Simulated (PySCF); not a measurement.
# Ionisation of chlorotrifluoroethylene

System: chlorotrifluoroethylene, `FC(F)=C(F)Cl` (C2ClF3). Optimised structure (Å), atoms numbered from 1:
```
F     0.3532   -1.6551    0.6457
C     0.2109   -0.3597    0.5507
F     0.5092    0.2686    1.6547
C    -0.1980    0.2513   -0.5623
F    -0.4834   -0.4423   -1.6480
Cl   -0.3844    1.9402   -0.6834
```

Computed at ωB97X-D3(BJ)/ma-def2-TZVP // PBE0-D3(BJ)/def2-SVP with PySCF (density fitting, grid level 2). Zero-point and thermal terms (298.15 K, 1 bar) come from unscaled PBE0-D3(BJ)/def2-SVP harmonic frequencies, with soft modes damped to free rotors in the entropy.

Frontier levels of the parent: HOMO -9.86 eV, LUMO 1.11 eV.

Oxidation to the radical cation:
| Property | Result |
| --- | --- |
| Vertical ionisation energy (electronic) | 9.96 eV |
| Adiabatic ionisation energy (with zero-point energy) | 9.60 eV |
| Adiabatic, electronic part | 9.58 eV |
| Vertical gap at the product's structure | 9.02 eV |
| Inner reorganisation energy (four-point) | 940 meV |
| Relaxation of product / of parent | 375 / 565 meV |
| ⟨S²⟩ of the product | 0.753 |
| Largest spin populations | C4 0.31, C2 0.30, Cl6 0.16 |
| Largest changes of atomic charge | Cl6 0.28, C2 0.19, C4 0.15, F1 0.13 |
| Distances that move most (Å) | C2–C4 1.334 → 1.419; C4–Cl6 1.703 → 1.641; F1–C2 1.307 → 1.258; C2–F3 1.305 → 1.258 |

Measured values (NIST Chemistry WebBook, evaluated or the median of agreeing entries): vertical ionisation energy 10.26 eV (computed 9.96, difference -0.30); adiabatic ionisation energy 9.81 eV (computed 9.60, difference -0.21).

Known limits: spin-orbit coupling is left out of the energies, which matters for open shells on the heavier atoms.
